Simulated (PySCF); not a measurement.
Compound: C3H5FS.
Numbering: `[CH3:1][C@@H:2]1[S:3][C@@H:4]1[F:5]` (hydrogens: H6, H7, H8 on C1; H9 on C2; H10 on C4)

All values: PBE0/pcSseg-1 and CAM-B3LYP/def2-SVPD (PySCF, non-relativistic), on one gas-phase PBE0-D3(BJ)/def2-SVP geometry that isn't relaxed in the solvent. The solvent is an IEF-PCM continuum (cavity from Bondi-type radii × 1.2). Only the electrostatic response of the medium enters.

Gas phase at PBE0/pcSseg-1: HOMO -7.00 eV, LUMO 0.11 eV, dipole 2.17 D.

Question: What does the continuum do to the energy, the frontier levels and the dipole at PBE0/pcSseg-1 in chloroform and dichloromethane?

Answer: 
```
        solvent      ε  E(solvent) − E(gas) (kcal/mol)  polarisation term (kcal/mol)  distortion of the solute (kcal/mol)  HOMO (eV)  LUMO (eV)  dipole (D)
     chloroform  4.711                           -2.59                         -2.94                                 0.35      -7.05       0.15        2.70
dichloromethane   8.93                           -3.11                         -3.63                                 0.52      -7.07       0.15        2.82
```

The polarisation term is half the interaction of the solute with the surface charges that it induces; the rest is the cost of distorting the solute's density. The sum is the electrostatic part of solvation alone. From chloroform to dichloromethane the lowering changes by a factor 1.20, Onsager's factor (ε − 1)/(2ε + 1) by 1.18 and ε itself by 1.9.

Question: Which radius a makes the point-dipole formula ΔE = −[(ε − 1)/(2ε + 1)]·μ²/a³ give the value in dichloromethane, with the gas-phase dipole?

Answer: μ = 0.855 au and |ΔE| = 0.00495 Eh give a = 2.10 Å; the farthest nucleus lies 2.29 Å from the centroid of the nuclei, so such a sphere wouldn't even hold the nuclei. The formula assumes a rigid point dipole at the centre of a sphere.

Question: Which Hirshfeld charges (PBE0/pcSseg-1) respond most in chloroform (means over atoms taken as equivalent)?

Answer: 
```
atoms                 environment  gas (e)  solvent (e)  change
   S3              sulfide sulfur   -0.061       -0.088  -0.027
  H10            methine hydrogen   +0.058       +0.067  +0.009
   H9            methine hydrogen   +0.053       +0.062  +0.009
   F5              alkyl fluorine   -0.089       -0.097  -0.008
   C2  sp3 carbon bound to sulfur   -0.030       -0.024  +0.006
   C4              sp3 C–F carbon   +0.051       +0.054  +0.003
```

Gas phase at CAM-B3LYP/def2-SVPD: HOMO -8.41 eV, LUMO 0.81 eV, dipole 2.13 D.

Question: What does the continuum do to the energy, the frontier levels and the dipole at CAM-B3LYP/def2-SVPD in chloroform and dichloromethane?

Answer: 
```csv
solvent,ε,E(solvent) − E(gas) (kcal/mol),polarisation term (kcal/mol),distortion of the solute (kcal/mol),HOMO (eV),LUMO (eV),dipole (D)
chloroform,4.711,-2.65,-3.03,0.38,-8.43,0.86,2.70
dichloromethane,8.93,-3.19,-3.76,0.57,-8.44,0.86,2.83
```

Question: How does the static polarisability (CAM-B3LYP/def2-SVPD, frozen core, with the continuum's full static response) change?

Answer: 
| medium | isotropic (au) | principal values (au) | ⟨r²⟩ of the electrons (bohr²) |
| --- | --- | --- | --- |
| gas | 56.6 | 49.5, 54.8, 65.5 | 487.5 |
| chloroform | 70.4 | 61.9, 67.1, 82.2 | 487.4 |
| dichloromethane | 73.7 | 65.1, 70.0, 86.0 | 487.4 |

The isotropic value in dichloromethane is 1.30 times the gas-phase one; no cavity-field correction is applied. ⟨r²⟩ is taken about the centre of nuclear charge.
